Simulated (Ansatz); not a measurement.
The cluster P3⁺. The state is a triplet with charge 1. Geometry PBE0-D4/def2-TZVP, that of the neutral doublet.

```csv
atom,x (Å),y (Å),z (Å)
P1,1.004,-0.255,0.525
P2,-0.882,0.577,0.684
P3,-0.122,-0.322,-1.209
```

At PBE0-D4/def2-TZVP a singlet of charge 1 lies 2.05 eV below the triplet, each at its own geometry. The structure comes from a short search, and lower isomers may exist.

Estimate the α-spin orbital energies around the gap (eV) in Ansatz with PBE-D4/def2-TZVP, r2SCAN-D4/def2-TZVP, PBE0-D4/def2-TZVP.


| orbital | PBE-D4/def2-TZVP | r2SCAN-D4/def2-TZVP | PBE0-D4/def2-TZVP |
| --- | --- | --- | --- |
| HOMO−5 | -19.31 | -19.80 | -20.98 |
| HOMO−4 | -14.79 | -15.16 | -16.04 |
| HOMO−3 | -14.72 | -15.09 | -15.95 |
| HOMO−2 | -13.77 | -14.15 | -14.90 |
| HOMO−1 | -13.67 | -13.92 | -14.76 |
| HOMO | -11.04 | -11.38 | -12.14 |
| LUMO | -10.35 | -10.26 | -9.48 |
| LUMO+1 | -8.14 | -8.06 | -7.30 |
| LUMO+2 | -6.97 | -6.71 | -6.03 |
| LUMO+3 | -6.40 | -6.04 | -5.45 |
| LUMO+4 | -3.74 | -3.38 | -2.76 |
| LUMO+5 | -3.14 | -2.77 | -2.14 |
| β HOMO | -13.35 | -13.61 | -14.45 |
| β LUMO | -12.65 | -12.49 | -11.76 |
